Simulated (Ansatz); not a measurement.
A CCSD(T) single point on BH₈NSi (`[BH3-][NH2+][SiH3]`).

```yaml
crystal:
  periodic: [false, false, false]
  atoms:
    - {symbol: B, position_ang: [0.421567, 1.357500, 0.064061]}
    - {symbol: N, position_ang: [0.365285, -0.196262, 0.625695]}
    - {symbol: Si, position_ang: [-0.642153, -1.173498, -0.493382]}
    - {symbol: H, position_ang: [-0.734377, 1.727000, 0.039840]}
    - {symbol: H, position_ang: [1.106718, 1.979556, 0.844980]}
    - {symbol: H, position_ang: [0.910515, 1.275689, -1.043877]}
    - {symbol: H, position_ang: [1.314692, -0.551734, 0.695441]}
    - {symbol: H, position_ang: [-0.010151, -0.187628, 1.569930]}
    - {symbol: H, position_ang: [-1.994266, -0.584237, -0.487559]}
    - {symbol: H, position_ang: [0.013028, -1.134516, -1.814240]}
    - {symbol: H, position_ang: [-0.685556, -2.568771, 0.019711]}
basis:
  gaussian: {orbitals: def2-SVP}
correlation: {method: ccsd_t}
```

```sh
$ ansatz run in.yaml --threads 4 --pin off --events-out ev --progress --plain --max-ram 10444MiB
```

Output of Ansatz, abridged:

```
Functional definition: HF
866 factors; integrals over basis functions are off by at most 1.1e-3 eV
mean field evaluation 1: about -10136.0636 eV, gradient 2.5e1 eV
mean field evaluation 2: about -10136.1116 eV, gradient 2.5e1 eV
mean field evaluation 4: about -10138.2000 eV, gradient 3.2e0 eV
mean field evaluation 8: about -10138.2296 eV, gradient 6.2e-5 eV
mean field -10138.22961948 eV, -372.5730665772 hartree, gradient 1.5e-6 eV, S^2 0.000000; 0 other end points of the search recorded, 0 dependent functions left out
7 core orbitals not correlated: weight in the atoms' cores, before any rotation towards them, 1.000 or more for the frozen orbitals, at most 0.000 for the correlated occupied ones
reference -10138.22961948 eV, -372.5730665772 hartree; 10, 10 occupied and 69, 69 virtual orbitals, 866 factors
second order -10.75277257 eV of doubles, -0.00000000 eV of singles
cycle   1  -11.77922076 eV  change    -1.0e0 eV  update   7.5e-2
cycle   2  -12.18747665 eV  change   -4.1e-1 eV  update   2.3e-2
cycle   3  -12.22089781 eV  change   -3.3e-2 eV  update   6.5e-3
cycle   4  -12.21938187 eV  change    1.5e-3 eV  update   1.9e-3
cycle   5  -12.21939109 eV  change   -9.2e-6 eV  update   5.0e-4
cycle   6  -12.21929144 eV  change    1.0e-4 eV  update   1.5e-4
cycle   7  -12.21926112 eV  change    3.0e-5 eV  update   4.3e-5
cycle   8  -12.21926387 eV  change   -2.8e-6 eV  update   1.4e-5
perturbative correction -0.28962278 eV, -0.0106434407 hartree
Total energy: -10150.73850613 eV, -373.0327596827 hartree
```

It took 1 s on 4 threads of an Arm Neoverse V2 on a shared host, with 0.39 GiB of host memory at the peak.

The correlation energy is -12.509 eV, 2.3 % of it from (T); the T1 diagnostic reads 0.0090.
